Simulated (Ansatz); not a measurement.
# CHAlSi (SMILES [C]1#[Si][AlH]1): energies and forces away from the minimum

How good are functionals off equilibrium? 2 randomly displaced structures are computed with CCSD(T) and cheaper methods.

Method: single points with forces in def2-TZVPP; program: Ansatz 0.2.0, Gaussian basis.

Levels: PBE-D4, r2SCAN-D4, PBE0-D4, wB97M-V, Hartree-Fock, MP2, CCSD, CCSD(T). Each coordinate is moved by a Gaussian draw of the width named (0.7 of it for atoms other than hydrogen): 0.09, 0.04 Å.

Correlated methods freeze the cores.

13 further runs of the same task are left out: 13 set aside as unsound or not needed.

### Step 1. The starting structure

The minimum, relaxed at PBE0-D4: 4 atoms, charge 0, spin multiplicity 1.

Atoms are counted from 1 here; the program's logs count them from 0.

Bond lengths: C1–Si2 1.691 Å, C1–Al3 1.777 Å, Si2–Al3 2.783 Å, Al3–H4 1.574 Å. Angles: Si2–C1–Al3 106.7°, C1–Si2–Al3 37.7°, C1–Al3–Si2 35.6°, C1–Al3–H4 173.8°, Si2–Al3–H4 150.6°.

As a file:

```xyz
4
CHAlSi
C     0.2973    0.5984    1.0129
Si    0.7417   -0.8687    1.7262
Al   -0.2592    0.2199   -0.6316
H    -0.7797    0.0504   -2.1075
```

Energies of the minimum (eV), from earlier single points: PBE-D4 -15516.21455, r2SCAN-D4 -15522.97782, PBE0-D4 -15517.36117, B3LYP-D4 -15526.43508, wB97M-V -15523.90531, CCSD(T) -15498.80382.

### Step 2. Structure 1, width 0.09 Å

File ccsdt-tzvpp/in.yaml:

```yaml
crystal:
  periodic: [false, false, false]
  atoms:
    - {symbol: C, position_ang: [0.247239, 0.653009, 1.010054]}
    - {symbol: Si, position_ang: [0.719598, -1.032952, 1.749418]}
    - {symbol: Al, position_ang: [-0.249718, 0.205705, -0.670342]}
    - {symbol: H, position_ang: [-0.827553, 0.001583, -2.240036]}
basis:
  gaussian: {orbitals: def2-TZVPP}
correlation: {method: ccsd_t}
output: {forces: true}
```

No record of the launch command was kept for these runs.

Log (excerpt; [...] marks lines left out):

```text
Functional definition: HF
  name "HF"
  cite "Fock, Z. Phys. 61, 126 (1930) doi:10.1007/BF01340294"
  parent pbe
[...]
781 factors; integrals over basis functions are off by at most 7.6e-4 eV
[...]
mean field -15487.96186153 eV, -569.1721002935 hartree, gradient 2.9e-6 eV, S^2 0.000000; 0 other end points of the search recorded, 0 dependent functions left out; unrestricted orbitals would lower it
11 core orbitals not correlated: weight in the atoms' cores, before any rotation towards them, 1.000 or more for the frozen orbitals, at most 0.000 for the correlated occupied ones
reference -15487.96186153 eV, -569.1721002935 hartree; 6, 6 occupied and 112, 112 virtual orbitals, 781 factors
second order -9.26847784 eV of doubles, -0.00000000 eV of singles
cycle   1  -8.97997230 eV  change    2.9e-1 eV  update   1.3e-1
[...]
cycle  14  -9.57534904 eV  change   -1.4e-6 eV  update   1.2e-6
perturbative correction -0.75273894 eV, -0.0276626459 hartree
[...]
Total energy: -15498.28994951 eV, -569.5516505263 hartree
Atom 0 at     0.247239     0.653009     1.010054 Å, force     0.979730    -3.249408     1.553462 eV/Å
Atom 1 at     0.719598    -1.032952     1.749418 Å, force    -1.042895     3.470700    -1.753935 eV/Å
Atom 2 at    -0.249718     0.205705    -0.670342 Å, force    -0.389000    -0.414528    -0.939759 eV/Å
Atom 3 at    -0.827553     0.001583    -2.240036 Å, force     0.452164     0.193236     1.140232 eV/Å
Dipole moment:    -0.114135    -0.192819    -0.468582 e Å
```

Run time: 22 s. Hardware: 2 threads, shared host; peak memory 0.9 GiB.

The other levels were run on the same coordinates; their logs were not kept, and their results stand in the tables.

| method | RMS force component (eV/Å) | RMS error against CCSD(T) (eV/Å) | angle to CCSD(T) forces (°) | dipole (D) |
| --- | --- | --- | --- | --- |
| PBE-D4 | 1.576 | 0.120 | 3.2 | 2.35 |
| r2SCAN-D4 | 1.750 | 0.165 | 4.5 | 2.49 |
| PBE0-D4 | 1.816 | 0.232 | 5.5 | 2.54 |
| wB97M-V | 1.972 | 0.373 | 6.2 | 2.59 |
| CCSD(T) | 1.656 | reference | reference | 2.49 |

### Step 3. Structure 2, width 0.04 Å

File ccsdt-tzvpp/in.yaml:

```yaml
crystal:
  periodic: [false, false, false]
  atoms:
    - {symbol: C, position_ang: [0.320339, 0.589010, 1.036508]}
    - {symbol: Si, position_ang: [0.741046, -0.905461, 1.681103]}
    - {symbol: Al, position_ang: [-0.272640, 0.206781, -0.631752]}
    - {symbol: H, position_ang: [-0.772314, 0.004923, -2.130624]}
basis:
  gaussian: {orbitals: def2-TZVPP}
correlation: {method: ccsd_t}
output: {forces: true}
```

Log (excerpt; [...] marks lines left out):

```text
[... 4 set-up lines as earlier in the session ...]
[...]
778 factors; integrals over basis functions are off by at most 1.3e-3 eV
[...]
mean field -15488.76629704 eV, -569.2016627535 hartree, gradient 2.3e-6 eV, S^2 0.000000; 0 other end points of the search recorded, 0 dependent functions left out; unrestricted orbitals would lower it
11 core orbitals not correlated: weight in the atoms' cores, before any rotation towards them, 1.000 or more for the frozen orbitals, at most 0.000 for the correlated occupied ones
reference -15488.76629704 eV, -569.2016627535 hartree; 6, 6 occupied and 112, 112 virtual orbitals, 778 factors
second order -8.95761749 eV of doubles, -0.00000000 eV of singles
cycle   1  -8.88109738 eV  change    7.7e-2 eV  update   1.1e-1
[...]
cycle  13  -9.37008568 eV  change   -7.0e-6 eV  update   2.5e-6
perturbative correction -0.65610659 eV, -0.0241114724 hartree
[...]
Total energy: -15498.79248931 eV, -569.5701185234 hartree
Atom 0 at     0.320339     0.589010     1.036508 Å, force    -0.414201     0.774236    -0.795046 eV/Å
Atom 1 at     0.741046    -0.905461     1.681103 Å, force     0.227580    -0.843902     0.345354 eV/Å
Atom 2 at    -0.272640     0.206781    -0.631752 Å, force     0.118818     0.012057     0.159703 eV/Å
Atom 3 at    -0.772314     0.004923    -2.130624 Å, force     0.067803     0.057609     0.289988 eV/Å
Dipole moment:    -0.221509    -0.120936    -0.589751 e Å
```

Wall time 22 s (2 threads, shared host); peak memory 0.89 GiB.

| method | RMS force component (eV/Å) | RMS error against CCSD(T) (eV/Å) | angle to CCSD(T) forces (°) | dipole (D) |
| --- | --- | --- | --- | --- |
| PBE-D4 | 0.460 | 0.087 | 10.9 | 2.92 |
| r2SCAN-D4 | 0.379 | 0.190 | 24.7 | 3.11 |
| PBE0-D4 | 0.380 | 0.246 | 33.2 | 3.17 |
| wB97M-V | 0.357 | 0.356 | 50.9 | 3.20 |
| CCSD(T) | 0.449 | reference | reference | 3.08 |

### Step 4. All structures together

Energy above the minimum (kcal/mol):

| structure | width (Å) | PBE-D4 | r2SCAN-D4 | PBE0-D4 | wB97M-V | Hartree-Fock | MP2 | CCSD | CCSD(T) |
| --- | --- | --- | --- | --- | --- | --- | --- | --- | --- |
| 1 | 0.09 | 10.8 | 13.6 | 14.4 | 16.6 | 19.5 | 11.7 | 14.2 | 11.9 |
| 2 | 0.04 | 0.3 | 0.4 | 0.5 | 0.6 | 0.9 | 0.3 | 0.4 | 0.3 |

Miss and cost, level by level (times from a shared host):

| method | mean energy error from CCSD(T) (kcal/mol) | mean time a point |
| --- | --- | --- |
| PBE-D4 | 0.5 | 1.3 s |
| r2SCAN-D4 | 0.9 | 3.1 s |
| PBE0-D4 | 1.4 | 2.3 s |
| wB97M-V | 2.6 | 6.3 s |
| Hartree-Fock | 4.1 | part of the CCSD(T) run |
| MP2 | 0.1 | part of the CCSD(T) run |
| CCSD | 1.3 | part of the CCSD(T) run |
| CCSD(T) | 0 | 22 s |

For cost: PBE-D4 comes within 0.5 kcal/mol at 1.3 s a point, where CCSD(T) needs 22 s.

### Step 5. Summary of results

| quantity | value |
| --- | --- |
| energy above the minimum, CCSD(T) | 11.9, 0.3 kcal/mol |
| mean energy error | PBE-D4 0.5, r2SCAN-D4 0.9, PBE0-D4 1.4, wB97M-V 2.6, Hartree-Fock 4.1, MP2 0.1, CCSD 1.3 kcal/mol |
| mean RMS force error | PBE-D4 0.103, r2SCAN-D4 0.177, PBE0-D4 0.239, wB97M-V 0.364 eV/Å |
| largest T1 diagnostic | 0.023 |

In words: In energy MP2 is nearest to CCSD(T) and Hartree-Fock farthest. For forces PBE-D4 is best, off by 10 % of the typical force, and wB97M-V worst (35 %); with few structures and a triple-zeta reference, gaps of a few points rank nothing. The restricted Hartree–Fock reference is unstable towards an unrestricted one at one or more of these structures.
